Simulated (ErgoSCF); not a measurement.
# BNH2Cl (SMILES N[B]Cl) at 6 levels

Wanted: a comparison of 6 runs (UHF/STO-3G, UHF/3-21G, UHF/def2-SVP, UB3LYP/6-31G*, UPBE0/6-31G**, UPBE0/def2-SVP) of BNH2Cl. 

Program for the calculation: ErgoSCF 3.8.

2 further runs of the same task are left out: 2 set aside as unsound or not needed.

### Step 1. Starting point

The species is BNH2Cl (5 atoms), meant as a doublet with charge 0. SMILES: `N[B]Cl`. The coordinates come from a PBE0-D4/def2-TZVP relaxation. This is one conformer, not always the lowest.

Bond lengths: N1–B2 1.376 Å, B2–Cl3 1.746 Å, N1–H4 1.005 Å, N1–H5 1.010 Å. Angles: N1–B2–Cl3 124.3°, B2–N1–H4 122.3°, B2–N1–H5 123.4°, H4–N1–H5 114.3°.

### Step 2. A single-point energy at UHF/STO-3G (run 1)

Contents of run.inp:

```
# BClH2N, HF
set_nthreads(1)
molecule_inline
N     -0.63116853     0.77875614    -0.48509270
B     -0.18594905    -1.02914485     1.33112308
Cl     2.53828013    -2.88410001     1.48267912
H     -2.22364073     1.81394811    -0.51608420
H      0.59677551     1.18126780    -1.89085996
EOF
tmpdir = "."
charge = 0
scf.use_diagonalization = 1
scf.output_mulliken_pop = 1
spin_polarization = 1
scf.max_number_of_iterations = 120
basis = "STO-3G"
run "HF"
```

The basis set STO-3G is read from a file made from the Basis Set Exchange's data (not shown).

Started as:

```sh
$ ergo < run.inp
```

What it wrote:

```text
[...]
INSC SCF_general constructor, number of basis functions: 21
[...]
INSC Energy   1 =       -464.34273098771
[...]
INDE E_LUMO =          0.28831497765
[...]
INSC Energy  14 =       -533.86652137838  ( diff     -0.000000000014552 )
[...]
RESC CONVERGED after  14 iterations.
RESC FINAL ENERGY:       -533.86652137838
RESC FINAL <S2> =          0.75871504868
[...]
INSC SCF: dipole_moment_x [atomic units] =      -0.77898485
INSC SCF: dipole_moment_y [atomic units] =       0.90230421
INSC SCF: dipole_moment_z [atomic units] =      -0.48611020
[...]
```

Run time: 1.9 s. Hardware: 1 thread of Arm Neoverse V1, shared host; peak memory 0.26 GiB.

### Step 3. A single-point energy at UHF/3-21G (run 2)

Contents of run.inp:

```
set_nthreads(1)
molecule_inline
N  -0.63116853 0.77875614 -0.48509270
B  -0.18594905 -1.02914485 1.33112308
Cl 2.53828013 -2.88410001 1.48267912
H  -2.22364073 1.81394811 -0.51608420
H  0.59677551 1.18126780 -1.89085996
EOF
basis = "3-21G"
scf.output_mulliken_pop = 1
spin_polarization = 1
scf.max_number_of_iterations = 120
tmpdir = "."
scf.use_diagonalization = 1
run "HF"
```

The basis set 3-21G is read from a file made from the Basis Set Exchange's data (not shown).

Started as:

```sh
$ ergo run.inp
```

What it wrote:

```text
[...]
INSC SCF_general constructor, number of basis functions: 35
[...]
INSC Energy   1 =       -336.89028229435
[...]
INDE E_LUMO =          0.12032527339
[...]
INSC Energy  20 =       -537.17716550154  ( diff     -0.000000000002274 )
[...]
RESC CONVERGED after  20 iterations.
RESC FINAL ENERGY:       -537.17716550154
RESC FINAL <S2> =          0.75762956146
[...]
INSC SCF: dipole_moment_x [atomic units] =      -0.69027875
INSC SCF: dipole_moment_y [atomic units] =       1.05530191
INSC SCF: dipole_moment_z [atomic units] =      -0.73526312
[...]
```

Run time: 2.9 s. Hardware: 1 thread of Arm Neoverse V1, shared host; peak memory 0.26 GiB.

Runs 3 to 5 aren't shown in full; the table further down has their settings and results.

### Step 4. The energy at UPBE0/def2-SVP (run 6)

Contents of run.inp:

```
set_nthreads("env")
molecule_inline
N     -0.63116853     0.77875614    -0.48509270
B     -0.18594905    -1.02914485     1.33112308
Cl     2.53828013    -2.88410001     1.48267912
H     -2.22364073     1.81394811    -0.51608420
H      0.59677551     1.18126780    -1.89085996
EOF
XC.angint = 41
basis = "def2-SVP"
scf.use_diagonalization = 1
spin_polarization = 1
XC.radint = 1e-11
tmpdir = "."
XC.sparse_mode = 0
scf.output_mulliken_pop = 1
scf.max_number_of_iterations = 120
run "PBE0"
```

The basis set def2-SVP is read from a file made from the Basis Set Exchange's data (not shown).

Started as:

```sh
$ ergo run.inp
```

What it wrote:

```text
[...]
INDF Weighted mixed functional:
[...]
INSC Energy   1 =       -243.82724878152
[...]
INDE E_LUMO =         -0.03619276573
[...]
INSC Energy  18 =       -540.56592588348  ( diff     -0.000000000013983 )
[...]
RESC CONVERGED after  18 iterations.
RESC FINAL ENERGY:       -540.56592588348
RESC FINAL <S2> =          0.75340712055
[...]
INSC SCF: dipole_moment_x [atomic units] =      -0.26729554
INSC SCF: dipole_moment_y [atomic units] =       0.78560249
INSC SCF: dipole_moment_z [atomic units] =      -0.73351779
[...]
```

Run time: 21 s. Hardware: 1 thread of Arm Neoverse V1, shared host; peak memory 0.26 GiB.

### Step 5. All runs side by side

| run | level | integration grid | radint | energy (Eh) | dipole moment (D) | ⟨S²⟩ | wall time |
| --- | --- | --- | --- | --- | --- | --- | --- |
| 1 | UHF/STO-3G | – | – | -533.866521 | 3.27 | 0.759 | 1.9 s |
| 2 | UHF/3-21G | – | – | -537.177166 | 3.71 | 0.758 | 2.9 s |
| 3 | UHF/def2-SVP | – | – | -539.624337 | 2.77 | 0.756 | 24 s |
| 4 | UB3LYP/6-31G* (spherical functions) | Turbo | 1e-11 | -541.006448 | 2.95 | 0.752 | 20 s |
| 5 | UPBE0/6-31G** (spherical functions) | Turbo | 1e-11 | -540.748814 | 3.00 | 0.753 | 32 s |
| 6 | UPBE0/def2-SVP | Turbo | 1e-11 | -540.565926 | 2.82 | 0.753 | 21 s |

### Step 6. Outcome

| quantity | value |
| --- | --- |
| run 6: total energy | -540.56593 Eh |
| run 6: dipole moment | 2.82 D |
| run 6: ⟨S²⟩ | 0.753 |

**Reading.** The dipole moment (its size) runs from 2.77 D (UHF/def2-SVP) to 3.71 D (UHF/3-21G). Totals of different functionals can't be ranked against each other. In run 1 the basis is minimal, so the values are rough. All runs together took 1.7 min, the longest 32 s.
